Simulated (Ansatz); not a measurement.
# C2H4Si: one structure at several levels

The task here is to estimate one member of a computed series from the others.

Method: single points in def2-TZVPP; program: Ansatz 0.2.0, Gaussian basis.

Correlated methods freeze the cores.

## Starting geometry

SMILES `C#[Si]C`, 7 atoms, charge 0, spin multiplicity 1.

Atoms are counted from 1 here; the program's logs count them from 0.

Bond lengths: C1–Si2 1.706 Å, C1–H4 1.117 Å, Si2–C3 1.869 Å, C3–H5 1.122 Å, C3–H6 1.117 Å, C3–H7 1.046 Å. Angles: Si2–C1–H4 125.2°, C1–Si2–C3 166.6°, Si2–C3–H5 112.4°, Si2–C3–H6 112.5°, Si2–C3–H7 110.0°, H5–C3–H6 107.8°, H5–C3–H7 108.5°, H6–C3–H7 105.3°.

Coordinates:

```xyz
7
C2H4Si
C    -1.5612   -1.5823   -0.7232
Si   -0.5034   -0.3902   -0.1154
C     0.9390    0.7321    0.2745
H    -2.6458   -1.6683   -0.4714
H     1.0773    1.5350   -0.4966
H     0.8379    1.2279    1.2703
H     1.8209    0.1728    0.3333
```

Set-up of the first run:

File run/in.yaml:

```yaml
crystal:
  periodic: [false, false, false]
  atoms:
    - {symbol: C, position_ang: [-1.561200, -1.582300, -0.723200]}
    - {symbol: Si, position_ang: [-0.503400, -0.390200, -0.115400]}
    - {symbol: C, position_ang: [0.939000, 0.732100, 0.274500]}
    - {symbol: H, position_ang: [-2.645800, -1.668300, -0.471400]}
    - {symbol: H, position_ang: [1.077300, 1.535000, -0.496600]}
    - {symbol: H, position_ang: [0.837900, 1.227900, 1.270300]}
    - {symbol: H, position_ang: [1.820900, 0.172800, 0.333300]}
basis:
  gaussian: {orbitals: def2-TZVPP}
correlation: {method: ccsd_t}
output: {forces: true}
```

No record of the launch command was kept for these runs.

Steps of the session up to this table: CCSD(T)/def2-TZVPP; PBE0-D4/def2-TZVPP; wB97M-V/def2-TZVPP; r2SCAN-D4/def2-TZVPP; PBE-D4/def2-TZVPP; r2SCANh-D4/def2-TZVPP; BLYP-D4/def2-TZVPP.

One table of the session follows, with a row left open; its other results are not shown here.

```
    method  RMS force component (eV/Å)  angle to CCSD(T) forces (°)  dipole (D)
   CCSD(T)                       0.885                    reference        3.66
   PBE0-D4                       1.025                         13.7        4.24
   wB97M-V                       1.105                         17.5        4.39
 r2SCAN-D4                           ?                            ?           ?
    PBE-D4                       0.906                         11.4        4.01
r2SCANh-D4                       1.005                         12.4        4.22
   BLYP-D4                       0.898                          8.2        3.97
```

**Question.** Estimate the row for r2SCAN-D4.

**Answer.** RMS force component (eV/Å): 0.966; angle to CCSD(T) forces (°): 10.7; dipole (D): 4.15. In the column «RMS force component (eV/Å)» it lies between PBE-D4 (0.906) and r2SCANh-D4 (1.005).
